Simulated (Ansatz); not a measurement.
Ansatz (a program for electronic structure) input (MP2/6-31G*):

Ansatz 0.2 input:
```yaml
crystal:
  periodic: [false, false, false]
  atoms:
    - {symbol: O, position_ang: [-0.30458721, 0.19762960, 1.31889288]}
    - {symbol: C, position_ang: [-0.03243289, 0.06952811, 0.12404499]}
    - {symbol: C, position_ang: [0.06384060, 1.22182198, -0.72543176]}
    - {symbol: C, position_ang: [0.20799554, -1.29522990, -0.48804874]}
    - {symbol: H, position_ang: [0.10765842, -2.06113252, 0.27710537]}
    - {symbol: H, position_ang: [-0.10669852, 2.19920992, -0.29602167]}
    - {symbol: H, position_ang: [0.30111069, 1.13922735, -1.77801202]}
    - {symbol: H, position_ang: [1.20692602, -1.34813023, -0.92741048]}
    - {symbol: H, position_ang: [-0.50871857, -1.48693247, -1.29019125]}
basis:
  gaussian:
    orbitals: 6-31G*
magnetization: {spin_polarized: true, initial_magnetization: 1}
correlation: {method: mp2, electrons: outside_noble_gas}
relax: {f_tol: 0.003, max_steps: 120}
```

From the last part of the output:

```
densities: 0.17 GiB planned
second order -14.21944105 eV of doubles, -0.00000000 eV of singles
the calculation of the forces begins
relax step   5: F+E_penalty+E_count = -5220.88474320 eV  Δ(F+E_penalty+E_count) = -6.221e-5 eV  max|allowed force component| = 2.669e-2 eV/Å  Δτ_max = 0.0036 Å  (44 SCF iters, accepted)
these checks for a lower state are left out or cut short: starts, cluster_reference, orbital_swaps, neighbouring_geometries, increment
integrals: 0.03 GiB planned
801 factors; integrals over basis functions are off by at most 4.1e-4 eV
mean field: 0.22 GiB planned
mean field evaluation 64: about -5206.6650 eV, gradient 2.1e-4 eV
mean field -5206.66499998 eV, -191.3414095450 hartree, gradient 2.2e-6 eV, S^2 0.858809; 0 other end points of the search recorded, 0 dependent functions left out
4 core orbitals not correlated
reference -5206.66499998 eV, -191.3414095450 hartree; 12, 11 occupied and 54, 55 virtual orbitals, 801 factors
densities: 0.17 GiB planned
second order -14.21976563 eV of doubles, -0.00000000 eV of singles
the calculation of the forces begins
relax step   6: F+E_penalty+E_count = -5220.88476561 eV  Δ(F+E_penalty+E_count) = -2.242e-5 eV  max|allowed force component| = 1.790e-2 eV/Å  Δτ_max = 0.0029 Å  (42 SCF iters, accepted)
these checks for a lower state are left out or cut short: starts, cluster_reference, orbital_swaps, neighbouring_geometries, increment
integrals: 0.03 GiB planned
801 factors; integrals over basis functions are off by at most 4.1e-4 eV
mean field: 0.22 GiB planned
mean field -5206.66459760 eV, -191.3413947577 hartree, gradient 2.0e-6 eV, S^2 0.858566; 0 other end points of the search recorded, 0 dependent functions left out
4 core orbitals not correlated
reference -5206.66459760 eV, -191.3413947577 hartree; 12, 11 occupied and 54, 55 virtual orbitals, 801 factors
densities: 0.17 GiB planned
second order -14.22018032 eV of doubles, -0.00000000 eV of singles
the calculation of the forces begins
relax step   7: F+E_penalty+E_count = -5220.88477792 eV  Δ(F+E_penalty+E_count) = -1.231e-5 eV  max|allowed force component| = 2.094e-3 eV/Å  Δτ_max = 0.0010 Å  (45 SCF iters, accepted)
these checks for a lower state are left out or cut short: cluster_reference
integrals: 0.03 GiB planned
801 factors; integrals over basis functions are off by at most 4.1e-4 eV
mean field: 0.22 GiB planned
mean field evaluation 96: about -5206.6646 eV, gradient 1.1e-6 eV
mean field -5206.66459760 eV, -191.3413947577 hartree, gradient 2.0e-6 eV, S^2 0.858566; 1 other end points of the search recorded, 0 dependent functions left out
4 core orbitals not correlated
reference -5206.66459760 eV, -191.3413947577 hartree; 12, 11 occupied and 54, 55 virtual orbitals, 801 factors
densities: 0.17 GiB planned
second order -14.22018032 eV of doubles, -0.00000000 eV of singles
the calculation of the forces begins
Total energy: -5220.88477792 eV, -191.8639767458 hartree
Atom 0 at    -0.303682     0.181767     1.325202 Å, force     0.000318    -0.000460     0.001512 eV/Å
Atom 1 at    -0.038292     0.054093     0.158371 Å, force    -0.000255    -0.001003    -0.002094 eV/Å
Atom 2 at     0.065862     1.224556    -0.737070 Å, force    -0.000510     0.001287     0.001653 eV/Å
Atom 3 at     0.207353    -1.296163    -0.484101 Å, force    -0.000220     0.000494     0.000685 eV/Å
Atom 4 at     0.108454    -2.073658     0.272200 Å, force    -0.000119     0.000316    -0.000191 eV/Å
Atom 5 at    -0.103698     2.206038    -0.314372 Å, force     0.000301    -0.000125    -0.001247 eV/Å
Atom 6 at     0.303561     1.128443    -1.789476 Å, force     0.000063    -0.000317    -0.000196 eV/Å
Atom 7 at     1.208581    -1.325669    -0.924964 Å, force     0.000331    -0.000174     0.000126 eV/Å
Atom 8 at    -0.513045    -1.463414    -1.290863 Å, force     0.000091    -0.000018    -0.000247 eV/Å
Dipole moment:     0.154987    -0.024578    -0.701428 e Å
Checks for a lower state left out: cluster_reference
```

The determinant is spin-contaminated: <S^2> is 0.86 against 0.75 for a pure state.
